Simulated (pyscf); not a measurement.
Structures and frequencies: ωB97X-D3(BJ)/def2-SVP in PySCF. MP2 and CC: frozen core, UHF for open shells. ΔMP2 is the change of the MP2 total energy from the triple- to the quadruple-zeta basis.

**Question.** For [H₂As–InH]• → •HAs–InH₂, a hydrogen shift (doublet surface; As–H broken, H–In formed), PBE/def2-TZVP gives ΔE‡ = 32.3 kcal/mol and ΔE = +9.6 kcal/mol (zero: the reactant's lowest minimum found). In which direction and how far do B3LYP-D3(BJ)/def2-TZVP, PBE0-D3(BJ)/def2-TZVP, CCSD(T)/def2-TZVPP + ΔMP2(QZVPP) move these?

**Answer.** B3LYP-D3(BJ): ΔE‡ = 36.9 kcal/mol, ΔE = +8.8 kcal/mol; PBE0-D3(BJ): ΔE‡ = 35.9 kcal/mol, ΔE = +8.0 kcal/mol; CCSD(T): ΔE‡ = 36.5 kcal/mol, ΔE = +6.8 kcal/mol. PBE's barrier lies under all of them, by 3.6 to 4.5 kcal/mol. Its reaction energy lies over all of them, by 0.8 to 2.8 kcal/mol. Low barriers are usual for a GGA, whose delocalisation error favours stretched bonds. The same reactants have a lower exit, to [HAs=In]• + H₂ (barrier +28.0 kcal/mol at ωB97M-D3(BJ), against +38.6 kcal/mol here). This is the saddle that the search found; another between the same sides may lie lower. The CCSD(T) − MP2 part came from Ansatz, without density fitting, on the same reference. The frozen core leaves the outer d or s,p core shells of the metals and heavy elements correlated in the MP2 and CC values, and def2-TZVPP describes them poorly, which can shift differences by a few kcal/mol. Elements up to Kr have no core potential and no relativistic terms here. Elements past Kr carry the def2 core potentials, without spin-orbit coupling.
